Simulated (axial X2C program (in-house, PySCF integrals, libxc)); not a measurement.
# A two-component session on PB⁺: EOM-IP-CCSD levels

Wanted for PB⁺: EOM-IP-CCSD levels, at the two-component level.

Method: two-component X2C with atomic mean-field terms, P dyall-v3z, B dyall-v3z; program: an in-house X2C program for linear molecules on PySCF integrals.

All values are calculated.

## (1) The job

task.json reads:

```json
{
 "zs": [
  15,
  5
 ],
 "q": 1,
 "bas": [
  "dyall-v3z",
  "dyall-v3z"
 ],
 "r0": 1.8,
 "eom": "ip",
 "rq": 0,
 "thr": -2.0,
 "nmax": 95,
 "grid": [
  1,
  0.96,
  1.045,
  0.92,
  1.09,
  1.15
 ]
}
```

Keys: zs atomic numbers; q charge; bas basis sets; r0 starting distance in Å; eom kind of EOM run; thr threshold in hartree for freezing inner shells (an s shell follows its p shell); nmax most natural virtual spinors; grid distances as factors.

Run with:

```bash
$ python soeom.py task.json out
```

After this run come: EOM-IP-CCSD at 1.740 Å.

Before running it: what results should come out? Wanted: next root led by one particle; T1 of the reference; lowest state, Re and ωe.

As calculated:

| quantity | value |
| --- | --- |
| lowest root at 1.740 Å | Ω = 3/2, 9.816 eV |
| next root led by one particle | Ω = 1/2, about 140 cm⁻¹ higher |
| T1 of the reference | 0.035 |
| lowest state, Re and ωe | 1.737 Å, 929 cm⁻¹ |

What this shows: Removing an electron from the reference determinant of PB costs 9.82 eV and empties a spinor of 55% P pπ, 40% B pπ. The closed-shell reference lies 0.87 eV above the lowest determinant found, so these energies count from an excited configuration. Errors of 0.1 to 0.3 eV are usual at this size, and roots led by higher excitations are left out, so the list is incomplete, and low states of that kind can be missing. T1 or the largest double amplitude of the reference is raised, which lowers the reliability. The bond is 0.063 Å longer than in the closed-shell reference at CCSD (1.674 Å).
